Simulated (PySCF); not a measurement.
Cl2.
InChI=1S/Cl2/c1-2

Computed with PBE0-D3(BJ)/def2-SVP geometry optimisation, gas phase in PySCF 2.14.0.

Take the most abundant isotopes and a rigid rotor. 

What are the moment of inertia and the rotational constant?

I = 71.746 u·Å², B = 505379 MHz·u·Å²/I = 7044 MHz (0.2350 cm⁻¹, or 0.338 K as hB/k). For two atoms I = μr² with μ = 17.4844 u and r = 2.0257 Å.

List the first levels of a rigid rotor in a Σ state.

E(J) = BJ(J+1): J = 1: 0.470, J = 2: 1.410, J = 3: 2.820, J = 4: 4.699, J = 5: 7.049, J = 6: 9.868 cm⁻¹.

Has it a pure rotational spectrum?

Not by electric dipole: D∞h allows no dipole (computed 0.00 D). Rotational Raman lines (ΔJ = 2) lie at B(4J + 6), spaced by 4B = 0.940 cm⁻¹, with nuclear-spin weights that differ between even and odd J.

Estimate the classical rotational partition function at 25 K, 200 K and 500 K.

Point group D∞h, symmetry number σ = 2; q = kT/(σhB), k/h = 20836.6 MHz/K: 37.0 at 25 K, 296 at 200 K, 740 at 500 K.

No frequency check. No vibrational averaging or centrifugal distortion is included, and the geometry carries the error of its method.

The run took 1.7 s on one thread of an Arm Neoverse V1, shared host, and the process peaked at 0.25 GiB of memory. These figures are those of the optimisation.
